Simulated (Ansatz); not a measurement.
A nudged elastic band was laid between two geometries of C$_{4}$H$_{9}$N (14 atoms, charge 0, multiplicity 1).

Theory: RKS BLYP/def2-SVP (Ansatz).

- movable images: 9
- climbing image: yes
- spring: 5.0 eV/Å²
- optimiser: quadratic models (default)
- start path: straight line
- force threshold: 0.03 eV/Å
- iteration limit: 60
- end points: relaxed

First end point:

```xyz
14
Properties=species:S:1:pos:R:3
C -1.825 -0.696 -0.921
C -0.535 -1.073 -0.152
C 0.126 0.093 0.550
C 1.344 0.595 0.224
N 1.954 1.742 0.749
H -2.294 -1.587 -1.389
H -1.612 0.042 -1.721
H -2.578 -0.240 -0.243
H 0.189 -1.540 -0.855
H -0.790 -1.865 0.590
H -0.452 0.579 1.359
H 1.932 0.118 -0.581
H 1.552 2.091 1.624
H 2.976 1.712 0.794
```

Last end point:

```xyz
14
Properties=species:S:1:pos:R:3
C -1.918 -0.300 -0.790
C -0.464 -0.607 -0.385
C 0.265 0.611 0.237
C 1.708 0.325 0.588
N 2.146 0.408 1.791
H -2.414 -1.192 -1.223
H -1.966 0.511 -1.546
H -2.520 0.027 0.084
H 0.102 -0.963 -1.274
H -0.446 -1.447 0.343
H -0.252 0.952 1.158
H 2.351 0.025 -0.280
H 0.240 1.454 -0.493
H 3.155 0.167 1.819
```

Which bonds break or form, and what moves?

Bonds broken: N5–H13. Bonds formed: C3–H13.

Give the energies along the band, and the barrier.

It converged. The highest image is number 5 of 0 to 10, 249.5 kJ/mol above the first end and 251.9 kJ/mol above the last; the last end lies 2.3 kJ/mol below the first. The profile has 2 maxima (images 5, 8) with wells between them (image 7): this band takes more than one step, which may be the mechanism or a detour left from its start path. Neighbouring images differ by up to 2.4 eV, so the band resolves the path poorly. Another band between the same ends (9 images) ends at a top of the same energy, where a vibrational analysis finds 1 clearly imaginary mode. The orbitals stay closed-shell, which can raise the energy where a bond breaks towards radicals; this wasn't checked here.

| image | path coordinate (Å) | energy (kJ/mol) | N5–H13 (Å) | C3–H13 (Å) |
| --- | --- | --- | --- | --- |
| 0 | 0.00 | 0.0 | 1.02 | 2.68 |
| 1 | 0.72 | 2.0 | 1.02 | 2.66 |
| 2 | 1.44 | 8.4 | 1.02 | 2.62 |
| 3 | 2.16 | 26.5 | 1.02 | 2.51 |
| 4 | 2.88 | 88.3 | 1.03 | 2.20 |
| 5 | 3.59 | 249.5 | 1.33 | 1.58 |
| 6 | 4.62 | 14.4 | 2.29 | 1.11 |
| 7 | 5.65 | -2.1 | 2.53 | 1.11 |
| 8 | 6.68 | 2.9 | 2.64 | 1.11 |
| 9 | 7.71 | 2.0 | 2.89 | 1.12 |
| 10 | 8.75 | -2.3 | 3.15 | 1.11 |

What is the geometry of the highest image?


```xyz
14
Properties=species:S:1:pos:R:3
C -1.968 -0.411 -0.712
C -0.518 -0.853 -0.421
C 0.263 0.192 0.370
C 1.695 0.186 0.540
N 2.115 1.448 0.553
H -2.523 -1.182 -1.284
H -1.987 0.533 -1.294
H -2.526 -0.228 0.231
H 0.000 -1.058 -1.383
H -0.547 -1.831 0.120
H -0.233 0.509 1.311
H 2.395 -0.673 0.618
H 0.828 1.661 0.307
H 2.993 1.677 1.073
```

The band took 25 iterations and roughly 14 core-minutes.

The run took 7.4 min on 2 threads of AMD EPYC 7R43 64-Core Processor (Zen 3), with other jobs on the host, peak memory 0.17 GiB.
